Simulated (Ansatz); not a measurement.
The cluster Li₂F⁺. Charge 1, multiplicity 1. Geometry relaxed at PBE0-D4/def2-TZVP.

Cartesian coordinates in Å:
```
Li -0.9997 0.0653 -1.3219
Li 0.9997 -0.0653 1.3218
F 0.0000 0.0000 0.0000
```

The structure comes from a short search, and lower isomers may exist.

Task: Estimate the harmonic wavenumbers at RKS PBE0-D4/def2-TZVP (Ansatz, unscaled). Is this a minimum?

Result: 175, 175, 644, 794 cm⁻¹. Yes, no mode is imaginary beyond noise. Zero-point energy 10.7 kJ/mol. Hardware: 2 threads of Arm Neoverse V2 on a shared host. Wall time 4.1 s.
